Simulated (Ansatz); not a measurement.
**C₄H₉Cl: how energies converge with the basis set**

The task here is to estimate one member of a computed series from the others.

Program: Ansatz 0.2.0, Gaussian basis. Level of theory: one geometry, several basis sets. These are calculated values, not measurements.

Plan: PBE0-D4/def2-SVP; ωB97M-V/def2-SVP; PBE0-D4/def2-QZVPP; ωB97M-V/def2-QZVPP; the functionals' def2-TZVPP values are taken from earlier runs.

**Structure used throughout**

All runs share one geometry, relaxed beforehand with PBE0-D4 in a triple-zeta def2 set.

SMILES `CCCCCl`, 14 atoms, charge 0, spin multiplicity 1.

Atoms are counted from 1 here; the program's logs count them from 0.

Bond lengths: C1–C2 1.518 Å, C1–H6 1.094 Å, C1–H7 1.094 Å, C1–H8 1.092 Å, C2–C3 1.519 Å, C2–H9 1.094 Å, C2–H10 1.096 Å, C3–C4 1.510 Å, C3–H11 1.095 Å, C3–H12 1.098 Å, C4–Cl5 1.790 Å, C4–H13 1.091 Å, C4–H14 1.089 Å. Angles: C2–C1–H6 111.4°, C2–C1–H7 111.1°, C2–C1–H8 111.4°, H6–C1–H7 107.5°, H6–C1–H8 107.7°, H7–C1–H8 107.6°, C1–C2–C3 112.5°, C1–C2–H9 109.9°, C1–C2–H10 109.8°, C3–C2–H9 109.1°, C3–C2–H10 109.1°, H9–C2–H10 106.3°, C2–C3–C4 114.4°, C2–C3–H11 110.1°, C2–C3–H12 109.5°, C4–C3–H11 109.2°, C4–C3–H12 107.0°, H11–C3–H12 106.5° and more.

The first run:

in.yaml reads:

```yaml
crystal:
  periodic: [false, false, false]
  atoms:
    - {symbol: C, position_ang: [-1.524430, 0.759474, 0.972096]}
    - {symbol: C, position_ang: [-0.619106, 0.408526, -0.195168]}
    - {symbol: C, position_ang: [0.553207, -0.463457, 0.220057]}
    - {symbol: C, position_ang: [1.473763, -0.851547, -0.912843]}
    - {symbol: Cl, position_ang: [2.323229, 0.561515, -1.610028]}
    - {symbol: H, position_ang: [-1.939843, -0.138668, 1.438117]}
    - {symbol: H, position_ang: [-0.976273, 1.307297, 1.743619]}
    - {symbol: H, position_ang: [-2.360814, 1.385098, 0.653498]}
    - {symbol: H, position_ang: [-0.238304, 1.323086, -0.658665]}
    - {symbol: H, position_ang: [-1.195709, -0.111158, -0.969481]}
    - {symbol: H, position_ang: [1.135519, 0.036556, 1.001073]}
    - {symbol: H, position_ang: [0.177604, -1.396009, 0.661207]}
    - {symbol: H, position_ang: [0.925627, -1.313590, -1.734795]}
    - {symbol: H, position_ang: [2.252528, -1.536324, -0.579889]}
basis:
  gaussian: {orbitals: def2-SVP}
hamiltonian: {xc: pbe0, dispersion: d4}
output: {orbitals: {seedname: orbitals}}
```

Launch:

```bash
> ansatz run in.yaml --threads 4 --pin off --events-out ev --progress --plain --max-ram 10444MiB
```

Among the steps run: PBE0-D4 in def2-SVP; ωB97M-V in def2-SVP; PBE0-D4 in def2-QZVPP; ωB97M-V in def2-QZVPP.

One of the session's tables, all rows but one given; the rest of the session is left out.

It belongs to the step «Functionals by basis». 

| functional | basis | HOMO (eV) | LUMO (eV) |
| --- | --- | --- | --- |
| PBE0-D4 | def2-SVP | -8.05 | 1.51 |
| PBE0-D4 | def2-TZVPP | -8.22 | 0.97 |
| PBE0-D4 | def2-QZVPP | -8.26 | 0.59 |
| ωB97M-V | def2-SVP | -10.34 | 3.38 |
| ωB97M-V | def2-TZVPP | ? | ? |
| ωB97M-V | def2-QZVPP | -10.58 | 1.89 |

Q: Estimate the row for ωB97M-V, def2-TZVPP from the others.

The run gave: HOMO (eV): -10.54; LUMO (eV): 2.60. In the column «HOMO (eV)» it lies between ωB97M-V, def2-QZVPP (-10.58) and ωB97M-V, def2-SVP (-10.34).
